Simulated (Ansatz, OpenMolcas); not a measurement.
# Heat of formation of C2H4F2 (1,2-difluoroethane) from total energies

The species is C2H4F2 (8 atoms), meant as a singlet with charge 0. As SMILES, `FCCF`. The coordinates come from a PBE0-D4/def2-TZVP relaxation. This is one conformer, not always the lowest.

```xyz
8

F    -1.3124    0.7756    0.8740
C    -0.1158    0.7161    0.1932
C     0.2179   -0.6961   -0.1774
F    -0.6181   -1.1533   -1.1728
H    -0.2012    1.3378   -0.7028
H     0.6703    1.1180    0.8419
H     1.2489   -0.7425   -0.5448
H     0.1104   -1.3556    0.6888
```

Total energies at M06-L/def2-SVPD (OpenMolcas 26.06); the atoms run unrestricted:

```tsv
species	state	energy (Eh)
C2H4F2	singlet	-278.055523
F	doublet	-99.639486
C	triplet	-37.802563
H	doublet	-0.501665
```

Harmonic wavenumbers at PBE0-D4/def2-TZVP, in cm⁻¹: 153, 327, 500, 883, 913, 1110, 1132, 1142, 1265, 1308, 1400, 1439, 1481, 1483, 3047, 3057, 3102, 3116.

Measured heats of formation of the gaseous atoms at 298.15 K, in kJ/mol: F 79.4, C 716.9, H 218.0. Spin-orbit lowering of the atoms at 298 K (mean of the ground term's levels less their thermal mean, from spectra), in kJ/mol: F 1.29, C 0.02. Take 1 Eh = 2625.50 kJ/mol, 1 cm⁻¹ = 0.0119627 kJ/mol, RT = 2.479 kJ/mol.

**Question.** What heat of formation follows?

**Answer.** 
1. Electronic atomisation energy: 2 × (-99.639486) + 2 × (-37.802563) + 4 × (-0.501665) − (-278.055523) = 1.164765 Eh = 3058.1 kJ/mol.
2. Zero-point energy: half the sum of the wavenumbers, 13429 cm⁻¹ = 160.6 kJ/mol.
3. Thermal vibrational enthalpy, Σ hcν̃/(exp(hcν̃/kT) − 1): 3.9 kJ/mol. Translation, rotation and pV of a non-linear molecule: 4 RT = 9.9 kJ/mol.
4. The 8 free atoms carry 5/2 RT each: 49.6 kJ/mol.
5. Spin-orbit coupling lowers the free atoms by 2 × 1.29 + 2 × 0.02 = 2.6 kJ/mol.
6. Atomisation enthalpy at 298 K: 3058.1 − 2.6 − 160.6 − 3.9 − 9.9 + 49.6 = 2930.7 kJ/mol.
7. Sum of the atoms' heats of formation: 2464.6 kJ/mol. Heat of formation: 2464.6 − 2930.7 = -466.1 kJ/mol.

The tabulated value is -450.4 kJ/mol (Active Thermochemical Tables), so this level is off by -15.7 kJ/mol, or 0.5 % of the atomisation enthalpy that the table implies (2914.9 kJ/mol). Anharmonicity and any spin-orbit splitting of the molecule are left out.
